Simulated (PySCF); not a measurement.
# PO2H: singlet, from a T-shaped (ligand arrangement 2) start

Where does singlet PO2H go from a T-shaped (ligand arrangement 2) start, is the end point a minimum, and what are its modes, charges and moments?

Computed with PySCF 2.14.0. Level: PBE0, basis P def2-TZVP, O def2-TZVP, H def2-TZVP, no relativity, density fitting.

## 1. Starting geometry

4 atoms, charge 0, spin multiplicity 1.

Bond lengths: P1–O2 1.590 Å, P1–O3 1.590 Å, P1–H4 1.430 Å. Angles: O2–P1–O3 88.0°, O2–P1–H4 88.0°, O3–P1–H4 176.0°.

```xyz
4
charge 0 multiplicity 1
P     0.3748    0.0000   -0.4122
O     0.3748    0.0000    1.1778
O    -1.2142    0.0000   -0.3567
H     1.8039    0.0000   -0.3623
```

## 2. T-shaped (ligand arrangement 2) start, singlet: relaxation

One driver script runs all steps and calls PySCF; scf.py shows how it sets up the SCF of each step. The optimiser is the driver's own. Before each start the driver seeks the lowest SCF state from one or more starting densities and follows internal instabilities, so scf.py alone need not reach the same state.

The program finds Cs symmetry in the start, which this walk keeps. The walk stops when the largest gradient is under 0.0003 Eh/bohr and the energy has settled too.

Input file scf.py:

```python
from pyscf import gto, scf, dft
mol = gto.M(atom='''
P      0.374787     0.000000    -0.412214
O      0.374787     0.000000     1.177786
O     -1.214213     0.000000    -0.356714
H      1.803887     0.000000    -0.362314''',
    basis={'P': 'def2-TZVP', 'O': 'def2-TZVP', 'H': 'def2-TZVP'},
    charge=0, spin=0)
mf = dft.RKS(mol, xc='PBE0')
mf.grids.atom_grid = (50, 194)
aux = {'P': 'def2-universal-JKFIT', 'O': 'def2-universal-JKFIT', 'H': 'def2-universal-JKFIT'}
mf = mf.density_fit(auxbasis=aux)
mf.kernel()
```

The optimiser's trace:

| step | energy (Eh) | change (kJ/mol) | largest symmetric gradient (Eh/bohr) |
| --- | --- | --- | --- |
| 0 | -492.062536 | 0.00 | 0.15615 |
| 1 | -492.144999 | -216.51 | 0.07153 |
| 2 | -492.190909 | -337.04 | 0.05053 |
| 3 | -492.207855 | -381.53 | 0.08014 |
| 4 | -492.213825 | -397.21 | 0.07645 |
| 5 | -492.217900 | -407.91 | 0.02650 |
| 6 | -492.219528 | -412.18 | 0.01606 |
| 7 | -492.219708 | -412.66 | 0.00700 |
| 8 | -492.219812 | -412.93 | 0.00079 |
| 9 | -492.219813 | -412.93 | 0.00021 |

The walk needed 6.5 s of wall time on 4 threads, shared host.

It settles in C2v symmetry, 412.9 kJ/mol below the start, after 9 steps: P–H 1.406 Å, P–O 1.451 Å (×2); H–P–O 112.6° (×2), O–P–O 134.8°.

## 3. Vibrations and properties at this point

The point is checked on the finer grid, and tightened if its gradient asks for it. The Hessian and the dipole derivatives come from central differences of analytic gradients, with steps of 0.01 bohr.

scf.py, as its differences from that of step 2:

```diff
@@ -3,4 +3,4 @@
-P      0.374787     0.000000    -0.412214
-O      0.374787     0.000000     1.177786
-O     -1.214213     0.000000    -0.356714
-H      1.803887     0.000000    -0.362314''',
+P      0.215707    -0.000000    -0.139570
+O      0.474824     0.000000     1.288201
+O     -0.980497     0.000000    -0.961013
+H      1.396014    -0.000000    -0.903270''',
@@ -10 +10 @@
-mf.grids.atom_grid = (50, 194)
+mf.grids.atom_grid = (75, 302)
```

The driver hands on the density of the step before, so the log starts near convergence.

Log of the central SCF (cycles and frontier levels):

```text
init E= -492.219842649403
  HOMO = -0.36935258232246  LUMO = -0.0763917110671657  gap/eV = 7.97187
cycle= 1 E= -492.219842649375  delta_E= 2.86e-11  |g|= 1.42e-05  |ddm|= 1.03e-05
  HOMO = -0.369355372907531  LUMO = -0.0763920365183196  gap/eV = 7.97194
cycle= 2 E= -492.219842649262  delta_E= 1.12e-10  |g|= 2.89e-05  |ddm|= 2.07e-05
  HOMO = -0.369353576809522  LUMO = -0.0763918073959441  gap/eV = 7.97190
cycle= 3 E= -492.219842649409  delta_E= -1.47e-10  |g|= 2.28e-06  |ddm|= 1.4e-05
  HOMO = -0.369353510585202  LUMO = -0.0763918036219999  gap/eV = 7.97189
cycle= 4 E= -492.21984264941  delta_E= -1.36e-12  |g|= 9.1e-08  |ddm|= 1.1e-06
  HOMO = -0.369353527711696  LUMO = -0.076391813334014  gap/eV = 7.97189
Extra cycle  E= -492.219842649411  delta_E= -6.82e-13  |g|= 1.09e-07  |ddm|= 9.95e-08
converged SCF energy = -492.219842649411
```

The whole step took 12 s.

Geometry: C2v; P–H 1.406 Å, P–O 1.451 Å (×2); H–P–O 112.6° (×2), O–P–O 134.8°.

Modes, for the most abundant isotopes:

```json
{"symmetry": "a1", "ω (cm⁻¹)": "468", "IR (km/mol)": "59.0", "type": "bend"}
{"symmetry": "b1", "ω (cm⁻¹)": "626", "IR (km/mol)": "11.2", "type": "bend"}
{"symmetry": "b2", "ω (cm⁻¹)": "994", "IR (km/mol)": "1.6", "type": "bend"}
{"symmetry": "a1", "ω (cm⁻¹)": "1179", "IR (km/mol)": "33.4", "type": "stretch"}
{"symmetry": "b2", "ω (cm⁻¹)": "1501", "IR (km/mol)": "180", "type": "stretch"}
{"symmetry": "a1", "ω (cm⁻¹)": "2481", "IR (km/mol)": "14.8", "type": "stretch"}
```

No imaginary mode, so this is a minimum.

Properties at this point:

* Dipole moment: 2.62 D
* Highest occupied level: -10.05 eV
* Lowest empty level: -2.08 eV
* Rotational constants: 2.18, 0.2937, 0.2588 cm⁻¹
* Zero-point energy: 43.4 kJ/mol
* Principal polarisabilities: 17.7, 24.9, 31.8 bohr³
* Atomisation energy without zero-point energy: 1435 kJ/mol
* Principal traceless quadrupole moments about the centre of mass: -8.89, 4.19, 4.70 D Å
* Entropy at 298.15 K and 1 bar: 251.6 J/(mol K)
* Heat capacity Cp at 298.15 K: 45.7 J/(mol K)
* Enthalpy at 298.15 K above 0 K: 11.11 kJ/mol
* Rotational symmetry number: 2

Charges (e) and bond orders:

```tsv
atom	Mulliken	Löwdin	polar tensor	Mayer order to P1
P1	0.72	0.40	1.30	–
O2,3	-0.40	-0.20	-0.64	2.09
H4	0.09	0.01	-0.03	0.89
```

Mulliken populations on P1: s 5.22, p 8.22, d 0.76, f 0.07.

## 4. Outcome

```
                                 quantity                                                           value
                                  minimum                                                    singlet, C2v
                                 geometry  P–H 1.406 Å, P–O 1.451 Å (×2); H–P–O 112.6° (×2), O–P–O 134.8°
                       wavenumbers (cm⁻¹)   468 (a1), 626 (b1), 994 (b2), 1179 (a1), 1501 (b2), 2481 (a1)
                            dipole moment                                                          2.62 D
     highest occupied, lowest empty level                                                -10.05, -2.08 eV
                polar-tensor charge of P1                                                         +1.30 e
                        zero-point energy                                                     43.4 kJ/mol
                      entropy at 298.15 K                                                 251.6 J/(mol K)
atomisation energy (no zero-point energy)                                                     1435 kJ/mol
```

**Reading.** The T-shaped (ligand arrangement 2) start (Cs) ends in a minimum of C2v symmetry. The strongest infrared band lies at 1501 cm⁻¹ (b2, stretch). Other starts or spin states, not run here, may lie lower.

The search up to here took 19 s.
